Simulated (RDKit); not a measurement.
RDKit input (MMFF94):

```python
from rdkit import Chem
from rdkit.Chem import AllChem, rdDetermineBonds

mol = Chem.MolFromXYZFile('mol.xyz')
rdDetermineBonds.DetermineBonds(mol, charge=0)
print('SMILES', Chem.MolToSmiles(Chem.RemoveHs(mol)))
ff = AllChem.MMFFGetMoleculeForceField(mol, AllChem.MMFFGetMoleculeProperties(mol))
e0 = ff.CalcEnergy()
flag = ff.Minimize(maxIts=5000, forceTol=1e-5)
print(f'energy {e0:.4f} -> {ff.CalcEnergy():.4f} kcal/mol, converged: {flag == 0}')
print(Chem.MolToXYZBlock(mol))
```
mol.xyz:
```
6

C      0.00319266     0.00643257     0.66040383
C     -0.00319266    -0.00643257    -0.66040383
F      0.02490825     1.11427502     1.37583632
F     -0.01150102    -1.08726216     1.39745609
F      0.01150102     1.08726216    -1.39745609
F     -0.02490825    -1.11427502    -1.37583632
```

Task: Which steric energies does it print, before and after the minimisation?

Result: 12.73 and 7.13 kcal/mol. They count from the force field's own zero for this bonding and are no heats of formation.
